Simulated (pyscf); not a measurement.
# Four-centre exchange: F–Mo(F)(F)(F)=S + H₂ -> F–MoH(F)(F)=S + HF

Gas phase, singlet surface, charge 0. Bonds broken: Mo2–F3, H7–H8. Bonds formed: Mo2–H7, F3–H8. Structures and frequencies: ωB97X-D3(BJ)/def2-SVP in PySCF.

Transition state (Å):

```xyz
8

S     -0.2446    -0.1293     1.7878
Mo    -1.0317     0.2504    -0.0739
F      0.6165    -1.0073    -0.7096
F     -2.4759     1.3262     0.1727
F     -2.1203    -1.2042    -0.3219
F     -0.0250     1.6805    -0.6246
H     -0.7956    -0.1185    -1.9433
H      0.0001    -0.6553    -1.6110
```

One imaginary mode, 952i cm⁻¹; descent along it reached the two sides named.

```
bond    change  reactant side (Å)  saddle  product side
------  ------  -----------------  ------  ------------
Mo2–F3  breaks              1.836   2.169           3.8
H7–H8   breaks              0.761   1.016           2.8
Mo2–H7   forms                2.9   1.920         1.670
F3–H8    forms                2.7   1.147         0.924
```

Electronic energies relative to the separated reactants (eV):

```csv
level,barrier,reaction energy,reverse barrier
ωB97X-D3(BJ)/def2-TZVP,1.73,+0.92,0.81
PBE/def2-TZVP,1.55,+1.09,0.46
r²SCAN/def2-TZVP,1.64,+1.18,0.46
B3LYP-D3(BJ)/def2-TZVP,1.69,+0.99,0.70
PBE0-D3(BJ)/def2-TZVP,1.59,+0.89,0.70
M06-2X/def2-TZVP,1.73,+0.81,0.91
ωB97M-D3(BJ)/def2-TZVP,1.71,+0.83,0.87
HF/def2-TZVP,2.33,+0.56,1.77
```

With ωB97M-D3(BJ)/def2-TZVP energies and thermal terms (ideal gas, 1 atm, RRHO with modes under 100 cm⁻¹ raised to 100, one conformer, R ln 2 for chiral ones without a mode under 150 cm⁻¹), in eV:

| T (K) | ΔH‡ | ΔG‡ | ΔH | ΔG |
|---|---|---|---|---|
| 298 | 1.75 | 2.09 | +0.94 | +0.82 |
| 600 | 1.70 | 2.46 | +0.91 | +0.71 |
| 900 | 1.69 | 2.84 | +0.89 | +0.61 |
| 1200 | 1.70 | 3.22 | +0.87 | +0.52 |

This is the saddle that the search found; another between the same sides may lie lower. Elements past Kr carry the def2 core potentials, without spin-orbit coupling.
